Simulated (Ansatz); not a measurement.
Two shapes of singlet CHO(+).

Shape 1:

```xyz
3

H     0.0000    0.0000   -1.6262
C     0.0000    0.0000   -0.5149
O     0.0000    0.0000    0.5895
```

Shape 2:

```xyz
3

H     0.0000    0.0000   -1.4961
C     0.0000    0.0000   -0.4738
O     0.0000    0.0000    0.5423
```

Basis set: cc-pVDZ (spherical functions). Correlated methods keep 2 orbitals frozen. Charge 1, multiplicity 1.

Computed with Ansatz (development build ahead of 0.2.0); each method stands on the lowest determinant of its kind that the runs found.

Which shape is lower in energy, and by how much in each method?

| method | E(2) − E(1) (eV) |
| --- | --- |
| RHF | 0.523 |
| RHF-MP2 | 1.112 |

Shape 1 is lower. Caution: no unrestricted run beside it, a lower state can exist.
